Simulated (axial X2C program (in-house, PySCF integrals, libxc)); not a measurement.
# Testing model relations on PO⁺

A bond curve at the PBE0 level, two-component, was computed with an axial X2C code built on PySCF integrals (basis P dyall-v3z [8s7p2d1f], O dyall-av3z [7s6p3d2f] (cores contracted in-house)) for the state Ω = 0 (closed shell). Its fit gives Re = 1.4276 Å, ωe = 1471.3 cm⁻¹, ωexe = 5.91 cm⁻¹ and αe = 4.669e-03 cm⁻¹; the masses are 30.9738 and 15.9949 u. Two-component means X2C with spin–orbit coupling and atomic mean-field Coulomb and Gaunt terms.

(1) Find the reduced mass, Be and the force constant.

(2) Give B0, the J = 1←0 line in GHz and the most populated J at 300 K (kT = 208.5 cm⁻¹).

(3) A Morse curve ties αe to the other constants (Pekeris). How well does that hold?

(4) Estimate the centrifugal constant by the Kratzer relation.

(5) Estimate De from a Morse curve and compare with the computed well depth of 7.780 eV to P+ + O.

The state is one determinant whose occupation by symmetry is held fixed; it was picked as the lowest of a PBE0 search that is not exhaustive. De is counted from the lowest determinant-based energies of the atoms at the same level, without counterpoise correction. The 2c atoms are single determinants rather than J levels; their spin–orbit lowering is only partly caught, and De is too large by that part. This holds for PBE0. The functionals have no current-density term, which raises determinants with orbital currents, atoms included.

## Answers

(1) From the PBE0 values: μ = 10.5479 u. Be = 16.8576/(μ Re²) = 0.7842 cm⁻¹. k = 5.8918×10⁻⁷ μ ωe² = 13.5 mdyn/Å.

(2) B0 = Be − αe/2 = 0.7818 cm⁻¹; 2B0 = 46.88 GHz; J(max) ≈ √(kT/2B0) − 1/2 = 11.0, so J = 11.

(3) αe(Morse) = 6Be²/ωe × (√(ωexe/Be) − 1) = 4.377e-03 cm⁻¹; the PBE0 curve gives 4.669e-03 cm⁻¹, a ratio of 0.94.

(4) D = 4Be³/ωe² = 8.91e-07 cm⁻¹.

(5) De(Morse) = ωe²/(4ωexe) = 11.353 eV against 7.780 eV computed, a ratio of 1.46. The extrapolation overshoots: the well softens faster than a Morse curve, or the lowest atomic limit lies below the one to which the curve heads.
